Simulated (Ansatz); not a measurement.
Basis sets compared for P₂S₄⁺. Charge 1, multiplicity 2. Geometry PBE0-D4/def2-SVP. Ansatz on 4 threads of Arm Neoverse V1 on a shared host; times are rough, and most runs start from earlier orbitals.

| atom | x (Å) | y (Å) | z (Å) |
| --- | --- | --- | --- |
| P1 | -0.618 | -0.027 | -0.643 |
| P2 | 0.356 | 2.097 | 1.204 |
| S3 | 1.310 | 0.872 | -0.166 |
| S4 | -1.419 | 1.140 | 1.202 |
| S5 | -0.344 | -2.025 | 0.051 |
| S6 | 0.714 | -2.058 | -1.649 |

Another isomer (doublet) lies 0.70 eV lower at PBE0-D4/def2-TZVP; other spin states weren't run for this one.

```csv
level,functions,energy (Eh),HOMO (eV),LUMO (eV),wall time
PBE-D4/def2-SVP,108,-2273.5519,-11.12,-10.08,1.9 s
PBE0-D4/def2-SVP,108,-2273.7051,-12.37,-9.14,3.1 s
```

Question: Estimate the rows for PBE-D4/def2-TZVP (with forces), PBE0-D4/def2-TZVP.

Answer: 
```tsv
level	functions	energy (Eh)	HOMO (eV)	LUMO (eV)	wall time
PBE-D4/def2-TZVP (with forces)	222	-2274.3711	-10.95	-9.90	6 s
PBE0-D4/def2-TZVP	222	-2274.5225	-12.14	-8.91	14 s
```
